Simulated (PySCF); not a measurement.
Predicted microwave data (CAM-B3LYP/def2-SVPD in PySCF (dipole) on a GFN2-xTB geometry, gas phase) for one isomer of C3H5Cl:

| Quantity | Value |
| --- | --- |
| Rotational constants | A = 42015, B = 2475, C = 2371 MHz |
| Dipole components | \|μa\| = 2.03 D, \|μb\| = 0.22 D, \|μc\| = 0.00 D |
| Inertial defect | -3.12 u·Å² |
| κ | -0.99 |

Problem. Which candidate fits, each taken in the one conformer that was computed?
A. `ClC1CC1`
B. `C/C=C/Cl`

Solution. B. It is C/C=C/Cl, a near-prolate asymmetric top, point group Cs. The candidates at the same level (rigid rotor, commonest isotopes):

```csv
SMILES,A (MHz),B (MHz),C (MHz),μa (D),μb (D),μc (D),Δ (u·Å²),point group,rotor
ClC1CC1,16776,3906,3632,2.00,0.00,0.47,-20.34,Cs,near-prolate asymmetric top
C/C=C/Cl,42015,2475,2371,2.03,0.22,0.00,-3.12,Cs,near-prolate asymmetric top
```

`ClC1CC1` has A 60 % too low. In the right answer the mirror of this Cs structure is the ab plane, so μc vanishes by symmetry. No structure here is proved a minimum.
